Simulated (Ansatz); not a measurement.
# AlH₂NF radical (SMILES [NH2][Al][F]): one structure at several levels

How do the functionals fare away from a minimum? The structure is a structure displaced at random from a GFN2-xTB minimum.

Computed with Ansatz 0.2.0, Gaussian basis. Level: single points in def2-TZVPP.

Cores are frozen in the correlated methods. Orbitals are unrestricted.

**1. The system as given**

SMILES `[NH2][Al][F]`, 5 atoms, charge 0, spin multiplicity 2.

Atoms are counted from 1 here; the program's logs count them from 0.

Bond lengths: N1–Al2 1.835 Å, N1–H4 1.038 Å, N1–H5 0.909 Å, Al2–F3 1.672 Å. Angles: Al2–N1–H4 113.9°, Al2–N1–H5 134.4°, H4–N1–H5 103.0°, N1–Al2–F3 137.5°.

As a file:

```
N    -0.26070    0.50650   -0.44670
Al    0.53600   -0.55980    0.81590
F     1.45600   -1.95510    0.84710
H    -0.51190    1.45210   -0.10150
H    -0.86530    0.36330   -1.11040
```

**2. CCSD(T)/def2-TZVPP**

The input, run/in.yaml:

```yaml
crystal:
  periodic: [false, false, false]
  atoms:
    - {symbol: N, position_ang: [-0.260700, 0.506500, -0.446700]}
    - {symbol: Al, position_ang: [0.536000, -0.559800, 0.815900]}
    - {symbol: F, position_ang: [1.456000, -1.955100, 0.847100]}
    - {symbol: H, position_ang: [-0.511900, 1.452100, -0.101500]}
    - {symbol: H, position_ang: [-0.865300, 0.363300, -1.110400]}
basis:
  gaussian: {orbitals: def2-TZVPP}
magnetization: {spin_polarized: true, initial_magnetization: 1}
correlation: {method: ccsd_t}
scf: {omitted_lower_state_checks: [cluster_reference]}
output: {forces: true}
```

The command line of these runs was not kept.

**3. PBE0-D4/def2-TZVPP**

Changes to run/in.yaml since step 2:

```diff
@@ -11,4 +11,3 @@
 magnetization: {spin_polarized: true, initial_magnetization: 1}
-correlation: {method: ccsd_t}
-scf: {omitted_lower_state_checks: [cluster_reference]}
-output: {forces: true}
+hamiltonian: {xc: pbe0, dispersion: d4}
+output: {forces: true, orbitals: {seedname: orbitals}}
```

**4. wB97M-V/def2-TZVPP**

Changes to run/in.yaml since step 3:

```diff
@@ -11,3 +11,3 @@
 magnetization: {spin_polarized: true, initial_magnetization: 1}
-hamiltonian: {xc: pbe0, dispersion: d4}
-output: {forces: true, orbitals: {seedname: orbitals}}
+hamiltonian: {xc: {name: wB97M-V}}
+output: {forces: true}
```

**5. r2SCAN-D4/def2-TZVPP**

Changes to run/in.yaml since step 4:

```diff
@@ -11,3 +11,3 @@
 magnetization: {spin_polarized: true, initial_magnetization: 1}
-hamiltonian: {xc: {name: wB97M-V}}
+hamiltonian: {xc: r2scan, dispersion: d4}
 output: {forces: true}
```

**6. PBE-D4/def2-TZVPP**

Changes to run/in.yaml since step 5:

```diff
@@ -11,3 +11,3 @@
 magnetization: {spin_polarized: true, initial_magnetization: 1}
-hamiltonian: {xc: r2scan, dispersion: d4}
+hamiltonian: {xc: pbe, dispersion: d4}
 output: {forces: true}
```

**7. B97M-V/def2-TZVPP**

Changes to run/in.yaml since step 6:

```diff
@@ -11,3 +11,3 @@
 magnetization: {spin_polarized: true, initial_magnetization: 1}
-hamiltonian: {xc: pbe, dispersion: d4}
+hamiltonian: {xc: {name: B97M-V}}
 output: {forces: true}
```

**8. SPW92/def2-TZVPP**

Changes to run/in.yaml since step 7:

```diff
@@ -11,3 +11,3 @@
 magnetization: {spin_polarized: true, initial_magnetization: 1}
-hamiltonian: {xc: {name: B97M-V}}
+hamiltonian: {xc: lda}
 output: {forces: true}
```

(Steps that only read results are left out.)

Before running it: what results should come out? Wanted: energy less free atoms, CCSD(T)/def2-TZVPP; RMS force component; RMS force error; HOMO and LUMO, PBE0-D4; T1 diagnostic.

As calculated:

| quantity | value |
| --- | --- |
| energy less free atoms, CCSD(T)/def2-TZVPP | -16.295 eV |
| RMS force component | 2.397 to 2.626 eV/Å over the methods |
| RMS force error | PBE0-D4 0.055, wB97M-V 0.071, r2SCAN-D4 0.036, PBE-D4 0.205, B97M-V 0.127, SPW92 0.260 eV/Å |
| HOMO and LUMO, PBE0-D4 | -5.76 and -2.30 eV |
| T1 diagnostic | 0.016 |

Against CCSD(T) the functionals' energies less atoms differ by -3.123 to -0.395 eV, PBE-D4 by -0.958 eV. CCSD(T) in triple zeta still lacks some correlation energy of the bonds, so part of these gaps is its own basis error and they don't rank the functionals. The forces of r2SCAN-D4 come nearest to CCSD(T), those of SPW92 are farthest. Frozen-core CCSD(T) forces in triple zeta carry basis errors of their own, and this is one geometry, so small gaps rank nothing.
